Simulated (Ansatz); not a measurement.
A nudged elastic band was laid between two geometries of AlH3O + CH3 (9 atoms, charge 0, multiplicity 2).

Theory: Ansatz 0.2.0, UHF/6-31G*.

| Property | Result |
| --- | --- |
| movable images | 5 |
| climbing image | yes |
| spring | 5.0 eV/Å² |
| optimiser | quadratic models (default) |
| start path | through a guess of the saddle point |
| force threshold | 0.05 eV/Å |
| iteration limit | 60 |
| end points | relaxed |

First end point:

```xyz
9
Properties=species:S:1:pos:R:3
Al 0.156 -0.085 -0.998
H 0.448 -0.091 0.559
H 1.264 0.195 -2.082
O -1.416 -0.395 -1.555
H -2.158 -0.552 -0.992
C -0.137 0.020 4.628
H -0.301 -0.848 5.236
H 0.266 -0.085 3.639
H -0.364 0.994 5.014
```

Last end point:

```xyz
9
Properties=species:S:1:pos:R:3
Al -0.150 -0.803 -0.797
H 0.775 0.406 2.607
H 1.064 0.219 -0.639
O -1.662 -0.113 -1.169
H -2.452 -0.619 -1.281
C 0.191 0.094 3.466
H -0.284 -0.859 3.262
H 0.845 -0.009 4.325
H -0.568 0.838 3.676
```

(1) Which bonds break or form, and what moves?

(2) Give the energies along the band, and the barrier.

(3) What is the geometry of the highest image?

Answers

(1) Bonds broken: Al1–H2. Bonds formed: H2–C6. AlH3O + CH3 becomes AlH2O + CH4.

(2) The forces met the threshold. The highest image is number 3 of 0 to 6, 19.5 kcal/mol above the first end and 37.1 kcal/mol above the last; the last end lies 17.6 kcal/mol below the first. Neighbouring images differ by up to 1.6 eV, so the band resolves the path poorly. A vibrational analysis at the climbing image gives one clearly imaginary mode, 1897i cm⁻¹: a first-order saddle point.

```
image  path coordinate (Å)  energy (kcal/mol)  Al1–H2 (Å)  H2–C6 (Å)
    0                 0.00                0.0        1.58       4.11
    1                 1.39                0.3        1.58       3.54
    2                 2.79                1.2        1.58       2.90
    3                 4.18               19.5        1.79       1.55
    4                 5.57              -17.7        3.22       1.08
    5                 6.96              -17.6        3.86       1.08
    6                 8.35              -17.6        3.73       1.08
```

(3) 
```xyz
9
Properties=species:S:1:pos:R:3
Al 0.032 -0.070 -0.017
H -0.018 -0.049 1.772
H 1.359 0.149 -0.862
O -1.382 -0.332 -0.932
H -2.227 -0.472 -0.536
C -0.003 -0.022 3.317
H -0.498 -0.940 3.591
H 1.047 0.014 3.558
H -0.551 0.875 3.559
```

The run took 2.3 min on 1 thread of Arm Neoverse V1 (shared host), peak memory 0.1 GiB.
